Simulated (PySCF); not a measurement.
## HBO + HCl → BCl + H₂O

Level: PBE0 in the def2-TZVP basis family, all electrons, no relativity, computed in PySCF with density fitting; open shells unrestricted.

```tsv
species	state and structure	E (Eh)	ZPE (kJ/mol)	H(298 K) − H(0) (kJ/mol)	S° (J/(mol K))
HBO	singlet, C∞v, B–H 1.173 Å, B–O 1.198 Å; H–B–O 180.0°	-100.62873	37.8	9.1	202.7
HCl	singlet, C∞v, H–Cl 1.279 Å	-460.66440	17.9	8.7	186.6
BCl	singlet, C∞v, B–Cl 1.718 Å	-484.81148	5.0	8.9	213.2
H₂O	singlet, C2v, O–H 0.960 Å (×2); H–O–H 105.1°	-76.37736	56.5	9.9	188.7
```

(1) What is the electronic reaction energy?

(2) Add zero-point, thermal and entropy terms for 298.15 K and 1 bar.

## Answers

(1) At PBE0/def2-TZVP, ΔE = 273.8 kJ/mol from the differences of the total energies times 2625.5, uphill. 

(2) ΔZPE = 5.8 and Δ[H(298) − H(0)] = 1.0 kJ/mol give ΔH° = 280.6 kJ/mol. ΔS° = 12.6 J/(mol K), so ΔG° = 280.6 − 298.15 × (0.0126) = 277 kJ/mol.

Only the bonding shown was studied: isomers, or loss of a ligand pair, can lie lower.
